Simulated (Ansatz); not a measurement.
# C2H5O: the cost of one run

Method: UKS r2SCAN-D4/cc-pVDZ, in Ansatz 0.2.0.

**1. The structure to begin with**

Bond lengths: C3–C4 1.297 Å, O2–H5 0.958 Å, C3–H6 1.070 Å, C4–H7 1.086 Å, C4–H8 1.079 Å. Angles: C3–C4–H7 122.4°, C3–C4–H8 122.7°, H7–C4–H8 114.8°, C4–C3–H6 132.5°.

As a file:

```xyz
8

H     0.2746   -0.8568   -0.4369
O     0.7089   -1.4371   -1.4827
C    -0.1008   -0.1222    0.6855
C    -0.6880    1.0186    0.4940
H     1.5464   -1.0068   -1.6573
H     0.1675   -0.6578    1.5726
H    -1.0187    1.6490    1.3147
H    -0.8898    1.4130   -0.4898
```

**2. A restrained relaxation towards end A**

Springs on the bonds that form and break draw the guess towards this end; the thresholds are loose.

Contents of input.yaml:

```yaml
crystal:
  periodic: [false, false, false]
  atoms:
    - { symbol: H, position_ang: [0.2746, -0.8568, -0.4369] }
    - { symbol: O, position_ang: [0.7089, -1.4371, -1.4827] }
    - { symbol: C, position_ang: [-0.1008, -0.1222, 0.6855] }
    - { symbol: C, position_ang: [-0.688, 1.0186, 0.494] }
    - { symbol: H, position_ang: [1.5464, -1.0068, -1.6573] }
    - { symbol: H, position_ang: [0.1675, -0.6578, 1.5726] }
    - { symbol: H, position_ang: [-1.0187, 1.649, 1.3147] }
    - { symbol: H, position_ang: [-0.8898, 1.413, -0.4898] }
magnetization:
  spin_polarized: true
  initial_magnetization: 1
basis:
  gaussian: { orbitals: cc-pVDZ }
hamiltonian:
  xc: r2scan
  dispersion: d4
relax:
  f_tol: 0.15
  max_steps: 25
  restrain:
    - { distance: [0, 2], at: 2.37, k: 30.0 }
    - { distance: [1, 0], at: 0.97, k: 30.0 }
```

Run with:

```sh
$ ansatz run input.yaml --threads 2 --pin off --max-ram 3072MiB --backend cpu --events-out ev --progress --plain --runs-dir out
```

What time and memory should one allow on 2 threads of Arm Neoverse V1, shared host?

About 32 s, with a peak of 0.17 GiB.
